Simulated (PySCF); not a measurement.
A structure optimised at PBE0-D3(BJ)/def2-TZVPD, used in a PySCF frequency run:

```
Li
F 1 1.5680
```

### Question
Write its SMILES, formula and point group.

### Answer
[Li][F], FLi, C∞v

### Question
What are its rotational constants (standard atomic weights)?

### Answer
40.440 GHz (linear rotor, B only)
